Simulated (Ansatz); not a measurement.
Frontier orbitals of `CC=C=CN`.

```xyz
12

C    -1.531   -0.313   -1.457
C    -0.067   -0.153   -1.183
C     0.489   -0.196   -0.004
C     1.094   -0.249    1.154
N     1.437    0.837    1.967
H    -1.931    0.573   -1.960
H    -1.708   -1.163   -2.123
H    -2.090   -0.472   -0.535
H     0.569    0.010   -2.055
H     1.440   -1.211    1.526
H     1.338    0.646    2.952
H     0.959    1.691    1.717
```

Charge 0, multiplicity 1. Geometry: relaxed with PBE0-D4/def2-TZVP. It is one conformer, not always the lowest. Basis def2-TZVPP, Ansatz 0.2.0.

```csv
functional,HOMO (eV),LUMO (eV),gap (eV)
PBE,-4.73,-0.61,4.12
BLYP,-4.61,-0.52,4.09
B97M-V,-4.99,-0.33,4.66
PBE0,-5.91,0.35,6.26
B3LYP,-5.71,0.07,5.78
r2SCANh,-5.37,0.06,5.43
CAM-B3LYP,-7.23,1.34,8.57
ωB97M-V,-8.11,2.14,10.25
```

From PBE to PBE0 the HOMO moves by −1.17 eV and the LUMO by +0.96 eV, and with ωB97M-V by −3.38 and +2.75 eV, so the gap grows from 4.13 to 10.25 eV with exact exchange. A positive LUMO is unbound and depends on the basis.

B3LYP here is the variant with VWN-RPA as its local correlation; programs differ in this.
